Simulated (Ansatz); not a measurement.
## SiH4, singlet: energies of several shapes or isomers

Program: Ansatz, Gaussian basis, development build. Basis cc-pV(T+d)Z on Si, cc-pVTZ on H, nonrelativistic, 5 orbitals frozen in the corrections; active space CAS(2,2). Restricted Hartree–Fock, then the lowest state-specific CASSCF solution met for each case. On stretched bonds single-reference methods can fail or change state. Unlike active orbitals can shift such differences by tenths of an eV, at times by over 1 eV.

Case A. A bond is stretched, to 3.13 times the sum of the covalent radii.

| atom | x (Å) | y (Å) | z (Å) |
| --- | --- | --- | --- |
| Si | 0.0000 | 0.0000 | 0.0000 |
| H | 2.5684 | 2.5684 | 2.5684 |
| H | -0.8561 | -0.8561 | 0.8561 |
| H | -0.8561 | 0.8561 | -0.8561 |
| H | 0.8561 | -0.8561 | -0.8561 |

Case B:

```xyz
5

Si    0.0000    0.0000    0.0000
H     0.9846    0.9846    0.9846
H    -0.8561   -0.8561    0.8561
H    -0.8561    0.8561   -0.8561
H     0.8561   -0.8561   -0.8561
```

Case C:

```xyz
5

Si    0.0000    0.0000    0.0000
H     0.8561    0.8561    0.8561
H    -0.8561   -0.8561    0.8561
H    -0.8561    0.8561   -0.8561
H     0.8561   -0.8561   -0.8561
```

Case D. A bond is stretched, to 1.88 times the sum of the covalent radii.

```xyz
5

Si    0.0000    0.0000    0.0000
H     1.5410    1.5410    1.5410
H    -0.8561   -0.8561    0.8561
H    -0.8561    0.8561   -0.8561
H     0.8561   -0.8561   -0.8561
```

Case E:

```xyz
5

Si    0.0000    0.0000    0.0000
H     0.7705    0.7705    0.7705
H    -0.8561   -0.8561    0.8561
H    -0.8561    0.8561   -0.8561
H     0.8561   -0.8561   -0.8561
```

Case F. A bond is stretched, to 1.46 times the sum of the covalent radii.

```xyz
5

Si    0.0000    0.0000    0.0000
H     1.1986    1.1986    1.1986
H    -0.8561   -0.8561    0.8561
H    -0.8561    0.8561   -0.8561
H     0.8561   -0.8561   -0.8561
```

Energy less that of case A, in eV:

```json
{"case": "B", "RHF/ROHF": "-6.807", "CASSCF": "-3.431"}
{"case": "C", "RHF/ROHF": "-7.183", "CASSCF": "-3.694"}
{"case": "D", "RHF/ROHF": "-3.422", "CASSCF": "-0.936"}
{"case": "E", "RHF/ROHF": "-6.950", "CASSCF": "-3.459"}
{"case": "F", "RHF/ROHF": "-5.512", "CASSCF": "-2.393"}
```

(1) Give the SC-NEVPT2 energies against case A.

(2) Which case is lowest, and do the methods agree?

Answers

(1) B: -3.662 eV; C: -3.973 eV; D: -0.997 eV; E: -3.746 eV; F: -2.549 eV.

(2) C is lowest in SC-NEVPT2. Of the methods shown, RHF/ROHF, CASSCF agree.
